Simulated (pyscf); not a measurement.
Four-centre exchange: •H₂C–F + hydrogen fluoride (HF) → •H₂C–F + hydrogen fluoride (HF)

Gas phase, doublet surface, charge 0. Bonds broken: C1–F2, H3–F6. Bonds formed: C1–F6, F2–H3. Optimised with ωB97X-D3(BJ)/def2-SVP in PySCF. Correlated levels are frozen-core, on RHF or UHF. ΔMP2 is the change of the MP2 total energy from the triple- to the quadruple-zeta basis.

Transition state (Å):

```xyz
6

C     -0.3974    -0.1040    -0.3833
F      1.0559     0.8209    -0.9583
H      1.2011     0.6597     0.1749
H     -1.2035     0.4870     0.0539
H     -0.2811    -1.1857    -0.3004
F      0.7071     0.1989     1.0566
```

One imaginary mode, 1202i cm⁻¹; descent along it reached the two sides named, in the forms told below.

```tsv
bond	change	reactant side (Å)	saddle	product side
C1–F2	breaks	1.348	1.816	3.0
H3–F6	breaks	0.928	1.111	1.891
C1–F6	forms	3.0	1.840	1.347
F2–H3	forms	1.857	1.154	0.928
```

Electronic energies relative to the separated reactants (kcal/mol):

```
level                             barrier  reaction energy  reverse barrier
--------------------------------  -------  ---------------  ---------------
ωB97X-D3(BJ)/def2-TZVP               59.9              0.0             59.9
PBE/def2-TZVP                        50.0              0.0             50.0
r²SCAN/def2-TZVP                     53.5              0.0             53.5
B3LYP-D3(BJ)/def2-TZVP               56.4              0.0             56.4
PBE0-D3(BJ)/def2-TZVP                58.5              0.0             58.5
M06-2X/def2-TZVP                     62.5              0.0             62.5
ωB97M-D3(BJ)/def2-TZVP               59.1              0.0             59.1
HF/def2-TZVP                         79.8              0.0             79.8
MP2/def2-QZVPP                       63.6              0.0             63.6
CCSD/def2-TZVPP                      67.1              0.0             67.1
CCSD(T)/def2-TZVPP                   63.0              0.0             63.0
CCSD(T)/def2-TZVPP + ΔMP2(QZVPP)     63.0              0.0             63.0
```

With CCSD(T)/def2-TZVPP + ΔMP2(QZVPP) energies and thermal terms (ideal gas, 1 atm, RRHO with modes under 100 cm⁻¹ raised to 100, one conformer, R ln 2 for rigid chiral ones), in kcal/mol:

| T (K) | ΔH‡ | ΔG‡ | ΔH | ΔG |
|---|---|---|---|---|
| 298 | 61.6 | 71.5 | 0.0 | 0.0 |
| 600 | 61.2 | 81.8 | 0.0 | 0.0 |
| 900 | 61.5 | 92.0 | 0.0 | 0.0 |
| 1200 | 62.0 | 102.0 | 0.0 | 0.0 |

On the reactant side the descent ends in a complex (not fully relaxed), 4.1 kcal/mol under the separated species and 64.0 kcal/mol under the saddle at ωB97X-D3(BJ)/def2-TZVP. The same reactants have a lower exit, to F–CH₂–F + H• (barrier +50.2 kcal/mol at ωB97M-D3(BJ), against +59.1 kcal/mol here). One saddle was located; it need not be the lowest between these sides. The CCSD(T) − MP2 part came from Ansatz, without density fitting, on the same reference.
